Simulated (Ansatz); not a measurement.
## Ansatz (development build ahead of 0.2.0) run

```yaml
crystal:
  periodic: [false, false, false]
  atoms:
    - { symbol: O, position_ang: [-0.026, -0.04637, -0.2324] }
    - { symbol: H, position_ang: [-0.06647, 1.121, 0.75117] }
    - { symbol: H, position_ang: [0.07348, -1.14089, 0.72953] }
basis:
  gaussian: { orbitals: def2-SVP }
hamiltonian:
  xc: hf
```

The input is written out in the form of the current development build from the run's settings.

Results

- Converged: yes
- Total energy: -75.72078 hartree
- Spin squared of the determinant: 0.000

Caution: stretched shape with no unrestricted run beside it, a lower state can exist.
